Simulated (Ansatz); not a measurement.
A relaxed structure of Al. Space group Fm-3m (No. 225), fcc (Cu type). Calculation: r2SCAN (plane waves to 500 eV, PAW, scalar-relativistic; Ansatz, a first-principles code).

```xyz
1
Lattice="0.0000 1.9957 1.9957 1.9957 0.0000 1.9957 1.9957 1.9957 0.0000" Properties=species:S:1:pos:R:3 pbc="T T T"
Al     0.0000     0.0000     0.0000
```

| Quantity | Result |
|---|---|
| Volume per atom | 15.90 Å³ |
| Band gap | no gap (metallic) |
| Shortest distances | Al–Al 2.82 Å |
| k-mesh | 20×20×20 |

No spin polarisation in the result.

Measured for Al: a 4.018 Å (static lattice; corrected from measurement; as listed in Daniel Mejia-Rodriguez, S. B. Trickey, Phys. Rev. B (2018)). Computed minus measured — a: r2SCAN -0.7 %. The computed values are for a static lattice.

It was reached from a disturbed copy of a P6/mmm (No. 191) cell, against which it lies -0.14 eV/atom.
